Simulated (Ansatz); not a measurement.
I need a rigid scan of one bond length of BFH2, SMILES BF. Use the Python package of Ansatz (0.2.0). Settings (for the species named): PBE, def2-SVP basis, multiplicity 1.

```xyz
4

B    -0.0137   -0.0394   -0.0266
F     1.1481   -0.2935    0.6848
H    -1.0734   -0.6218    0.1530
H    -0.0054    0.8945   -0.8316
```

Script `scan_bfh2.py`:
```python
'''Potential curve of BFH2 along one bond.'''

import ansatz as az
from ase import Atoms
import numpy as np

BASIS = 'def2-SVP'
XC = 'pbe'


def main() -> None:
    atoms = Atoms(['B', 'F', 'H', 'H'], positions=[
        [-0.0137, -0.0394, -0.0266],
        [1.1481, -0.2935, 0.6848],
        [-1.0734, -0.6218, 0.153],
        [-0.0054, 0.8945, -0.8316],
    ])
    mol = az.Crystal.molecule_from_ase(atoms)

    symbols = [site.symbol for site in mol.cartesian_sites]
    start = np.array([site.position_ang for site in mol.cartesian_sites])
    axis = (start[2] - start[0]) / np.linalg.norm(start[2] - start[0])
    moving = [2]
    lengths, energies = [1.076, 1.125, 1.174, 1.222, 1.271, 1.32, 1.369, 1.443], []
    for length in lengths:
        xyz = start.copy()
        xyz[moving] += (length - np.linalg.norm(start[2] - start[0])) * axis
        point = az.Crystal.molecule()
        for symbol, place in zip(symbols, xyz):
            point = point.atom(symbol, place.tolist())
        model = (
            point.calculation()
            .basis(gaussian=BASIS)  # the orbital basis, by name
            .functional(XC)
            .scf(lower_state_search='standard')
        )
        data = model.run(threads=1).report
        energies.append(data['free_energy_ev'])
        print(f'r = {length:6.3f} A  E = {energies[-1]:.5f} eV  <S^2> = {abs(data["mean_field"]["state"]["spin_squared"]):.3f}')

    # quartic fit about the minimum
    fit = np.polynomial.Polynomial.fit(lengths, np.array(energies) - min(energies), 4).convert()
    roots = [r.real for r in fit.deriv().roots() if abs(r.imag) < 1e-9 and fit.deriv(2)(r.real) > 0]
    r_e = min(roots, key=lambda r: abs(r - lengths[int(np.argmin(energies))]))
    print(f'minimum of the fit at {r_e:.4f} A, force constant {fit.deriv(2)(r_e):.2f} eV/A^2')


if __name__ == '__main__':
    main()
```

Output of `python scan_bfh2.py`:
```text
r =  1.076 A  E = -3419.48124 eV  <S^2> = 0.000
r =  1.125 A  E = -3419.65308 eV  <S^2> = 0.000
r =  1.174 A  E = -3419.74057 eV  <S^2> = 0.000
r =  1.222 A  E = -3419.76135 eV  <S^2> = 0.000
r =  1.271 A  E = -3419.73021 eV  <S^2> = 0.000
r =  1.320 A  E = -3419.65760 eV  <S^2> = 0.000
r =  1.369 A  E = -3419.55285 eV  <S^2> = 0.000
r =  1.443 A  E = -3419.35012 eV  <S^2> = 0.000
minimum of the fit at 1.2157 A, force constant 22.79 eV/A^2
```

Reading the output:
- The settings weren't tested for convergence.
- The rest of the molecule is held rigid at a force-field or estimated start geometry, and the basis set is modest; single-reference methods fail as a bond breaks.
- The orbitals are restricted, so S² is zero by construction.
- Wall time of the script: 3.3 s on 1 thread of Arm Neoverse V1, on a shared host, peak memory 0.15 GiB.
